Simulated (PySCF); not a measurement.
# Cl₂: one state, many levels of theory

State: ¹Σg⁺ (singlet), closed shell. Set-up: PySCF, no relativity, basis sets Cl 6-31G(d,p). De refers to Cl + Cl in their high-spin ground configurations, without counterpoise correction.

| Level | Re (Å) | ωe (cm⁻¹) | De (eV) |
| --- | --- | --- | --- |
| RHF | 1.992 | 593 | 0.443 |
| RHF-MP2 | 2.018 | 541 | 1.79 |
| RHF-SCS-MP2 | 2.029 | 527 | 1.72 |
| RHF-CCSD | 2.032 | 518 | 1.63 |
| RHF-CCSD(T) | 2.042 | 498 | 1.75 |
| PBE | 2.043 | 510 | 2.51 |
| r²SCAN | 2.029 | 525 | 2.26 |
| M06-L | 2.011 | 537 | 2.29 |
| PBE0 | 2.011 | 551 | 2.21 |
| B97-3 | 2.025 | 546 | 2.22 |
| HSE06 | 2.014 | 546 | 2.20 |
| B2PLYP | 2.031 | 527 | 1.95 |

Task: Which functional lies closest to RHF-CCSD(T) in De, which farthest, and by how much do they differ from it?

Result: Closest is B2PLYP (-1.1 pm in Re, +5.8 % in ωe, +0.20 eV in De against RHF-CCSD(T) in the same basis), farthest PBE (+0.1 pm in Re, +2.4 % in ωe, +0.76 eV in De). CCSD(T) converges more slowly with the basis than the functionals do and binds too weakly in this one, so the order can change at the basis-set limit.

Task: What does a quarter of exact exchange do here, going from PBE to PBE0?

Result: PBE0 less PBE: -3.2 pm in Re, +8.0 % in ωe, -0.30 eV in De. Exact exchange removes part of the self-interaction that spreads semilocal densities, and in most molecules shortens and stiffens the bond and lowers De; so it does here.

Task: What does the step from GGA to meta-GGA do here, going from PBE to r²SCAN?

Result: r²SCAN less PBE: -1.4 pm in Re, +2.9 % in ωe, -0.25 eV in De. 

Measured (Huber and Herzberg, Constants of Diatomic Molecules (1979)): Re = 1.9879 Å, ωe = 559.72 cm⁻¹.

Correlated steps freeze 10 core orbitals. Correlated levels converge slowly with the basis: in double zeta they bind strong bonds too weakly, by up to about 1 eV, and carry superposition errors of some tenths. Where the molecule has an RHF reference, its open-shell atoms are computed with UHF. B2PLYP dipoles, levels and charges come from its SCF part alone.

The whole job (state search and all levels along the bond) took about 0.67 min on 1 thread of Arm Neoverse V2 (shared host), peak memory 0.41 GiB.
